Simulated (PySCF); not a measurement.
Stepwise substitution at one centre (B H-Cl). Isolated molecules, 0 K electronic values unless said otherwise. Strings in code marks are SMILES.

The HOMO–LUMO gap from two functionals at the same geometries (CAM-B3LYP-D3(BJ)/def2-TZVP), both in PySCF: PBE-D3(BJ)/def2-TZVP and TPSSh-D3(BJ)/def2-TZVP. 

```tsv
species	PBE-D3(BJ)/def2-TZVP (eV)	TPSSh-D3(BJ)/def2-TZVP (eV)
0 of 3 H replaced by Cl	5.44	6.98
1 of 3 H replaced by Cl (`BCl`)	4.44	5.76
2 of 3 H replaced by Cl (`ClBCl`)	5.15	6.40
3 of 3 H replaced by Cl (`ClB(Cl)Cl`)	5.04	6.20
```

Over these rows, drawn at random from the members with no instability flagged (it was tested for open shells, ions and some series alone), PBE minus TPSSh-D3(BJ): mean -1.32 eV, from -1.54 eV to -1.16 eV.
